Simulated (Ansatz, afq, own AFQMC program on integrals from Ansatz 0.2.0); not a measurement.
AFQMC on a folder of integrals that Ansatz 0.2.0 wrote.

```yaml
crystal:
  periodic: [false, false, false]
  atoms:
    - {symbol: Y, position_ang: [0.000000, -0.340834, -0.424352]}
    - {symbol: O, position_ang: [0.000000, 1.129458, -1.856151]}
    - {symbol: Cl, position_ang: [0.000000, 0.345006, 1.901804]}
basis:
  gaussian: {orbitals: def2-SVP}
magnetization: {spin_polarized: false, initial_magnetization: 2}
correlation: {method: ccsd_t, electrons: outside_noble_gas, hamiltonian_folder: ham}
```

```sh
$ ansatz run in.yaml --threads 1 --pin off --events-out ev --progress --plain --max-ram 24576MiB --backend cuda --devices 0, --max-vram 18GiB
```

afq runs on the folder ham with

```
--method phaseless --trial cisd --walkers 4000 --populations 20 --least-time 60 --time-step 0.005 --steps-per-block 50 --equilibration-blocks 40 --max-blocks 4000 --target-error 0.00024 --factor-cut 1e-05 --start spin_pure --seed 6285 --release-times 0.24,0.6,1.2,1.8,2.6 --release-step 0.04 --release-every 4 --taylor-order 6
```

Times are imaginary, in 1/Eh. The walk had a cap of 185 s. With eight or more populations the least sampling time is a fifth of least-time, and the error comes from their spread. Core potentials past Kr, no spin–orbit coupling.

afq prints:

```
orbitals 53  electrons 9 7  factors 429 of 599
reference energy -572.10872565 Eh
CCSD correlation -0.33824895 Eh in 23 cycles, weight of the determinant in the CISD state 0.8746
energy of the start -572.446978 Eh
 block  time / (1/Eh)  mean weight  energy / Eh
     1     0.250  0.9998  -572.441222
     2     0.500  1.0000  -572.445125
     3     0.750  0.9999  -572.448587
     4     1.000  1.0001  -572.451041
     5     1.250  1.0002  -572.452172
     7     1.750  1.0006  -572.454873
     9     2.250  0.9999  -572.455191
    11     2.750  1.0002  -572.455120
    15     3.750  0.9997  -572.456645
    19     4.750  1.0004  -572.457294
    23     5.750  0.9999  -572.456360
    27     6.750  1.0000  -572.456527
    31     7.750  1.0000  -572.456936
    35     8.750  0.9998  -572.455966
    39     9.750  1.0004  -572.455470
    43    10.750  1.0005  -572.455963
    47    11.750  1.0003  -572.455438
    51    12.750  1.0000  -572.456222
    55    13.750  0.9999  -572.456291
    59    14.750  1.0003  -572.455306
    63    15.750  1.0003  -572.460526
    67    16.750  0.9998  -572.456765
    71    17.750  0.9998  -572.455463
    75    18.750  0.9999  -572.456091
    79    19.750  0.9999  -572.458561
    83    20.750  1.0000  -572.455675
    85    21.250  1.0002  -572.454951
    87    21.750  1.0003  -572.457222
    91    22.750  1.0003  -572.456773
    95    23.750  0.9998  -572.456797
    99    24.750  1.0001  -572.458625
error from the spread of 20 populations
released: time / (1/Eh)  energy / Eh  error  mean overlap
  0.24  -572.456214  0.000233  0.9987
  0.60  -572.461515  0.005112  0.9933
  1.20  -572.456533  0.000260  0.9860
  1.80  -572.455643  0.000468  0.9892
  2.60  -572.456915  0.000430  0.9832
energy -572.456307 +/- 0.000270 Eh
(rows thinned)
```

The run passed its tests (sampling time, drift between the halves within three errors, error under three times the target), which doesn't prove that it has relaxed, ending at its cap on processor time.

Against this walk (error 7.3 meV) on the same determinant: CCSD(T) 33.6 meV higher, CCSDT(Q) 4.9 meV lower (within the noise). The error is statistical and leaves out the bias of the constraint. The released energies have errors that jump between times, so the bars are unsure (meV from the phaseless value at times in 1/Eh: 3 ± 6 at 0.24, -142 ± 139 at 0.60, -6 ± 7 at 1.20, 18 ± 13 at 1.80, -17 ± 12 at 2.60), so they give no level.

Cautions: constraint bias not in the error; error above the target (7.3 against 6.5 meV); no spin-orbit coupling; outer-core shells of the metal frozen; lower spins were not checked; higher spins were not checked.

The walk took 3.1 min on 1 × NVIDIA H100 80GB HBM3 with 2 threads of AMD EPYC 7R13 Processor (Zen 3), on a shared host (the card was shared). The log's last line is the phaseless energy.

CCSDT and higher add their correlation energy to the determinant of the CCSD(T) run, since their own runs factorise the integrals more tightly (a shift of under 2 meV). A walk keeps the symmetry of its determinant, which the program's search chose and which needn't be the lowest solution, so a lower state of the same spin and another symmetry isn't excluded.
